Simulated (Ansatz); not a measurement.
`CC(Cl)C=O` + H₂ → `O=CCCl` + CH₄ at 600 K and 1 bar (hydrogenolysis of a C–C bond).

Calculated with Ansatz (gas phase, PBE0-D4/def2-TZVP geometries, no zero-point term in ΔE). CCSD(T)/CBS is the MP2 limit (def2-TZVPP, def2-QZVPP) plus CCSD(T) − MP2 in def2-TZVPP, frozen cores. This one scheme is used for every species. Each species was taken in one conformer, which may not be the lowest.

```tsv
species	CCSD(T)/CBS energy (Eh)	H − E (kJ/mol)	S (J/(mol·K))
`CC(Cl)C=O`	-652.10528	251.2	401.6
H₂	-1.17544	43.9	150.8
`O=CCCl`	-612.83844	163.8	356.3
CH₄	-40.46206	140.4	215.7
```

H − E and S are ideal-gas, rigid-rotor, harmonic terms from PBE0-D4/def2-TZVP, for one conformer and one mirror image of each species. For small species the MP2-based limit differs from directly extrapolated CCSD(T) by up to some mEh (0.8 for H₂); such offsets cancel only in part. 1 Eh = 2625.50 kJ/mol, R = 8.31446 J/(mol·K).

Task: By hand: ΔE, ΔH, ΔS and ΔG.

Result: ΔE = (-612.83844) + (-40.46206) − (-652.10528) − (-1.17544) = -0.01978 Eh = -51.9 kJ/mol. Δ(H − E) = 163.8 + 140.4 − 251.2 − 43.9 = 9.1, so ΔH = -42.8 kJ/mol. ΔS = 356.3 + 215.7 − 401.6 − 150.8 = 19.6 J/(mol·K). ΔG = -42.8 − 600 × (19.6)/1000 = -54.6 kJ/mol.

Task: By hand: the equilibrium constant, and the temperature at which ΔG would vanish if ΔH and ΔS stayed fixed.

Result: log₁₀ K = −ΔG/(RT ln 10) = 4.8. ΔH and −TΔS have one sign here, so there is no such temperature.

ΔH outweighs TΔS. A doubt of 5 kJ/mol in ΔE shifts log₁₀ K by 0.4 here. Other conformers and mirror images would add mixing entropy, several J/(mol·K) or more a flexible species. Modes under 60 cm⁻¹, often nearly free rotors, make the harmonic entropy too high. These are equilibria of isolated gas molecules and say nothing of rates. Largest T1 diagnostic: 0.013 (customary marks: 0.02 for closed shells, 0.045 for open ones).
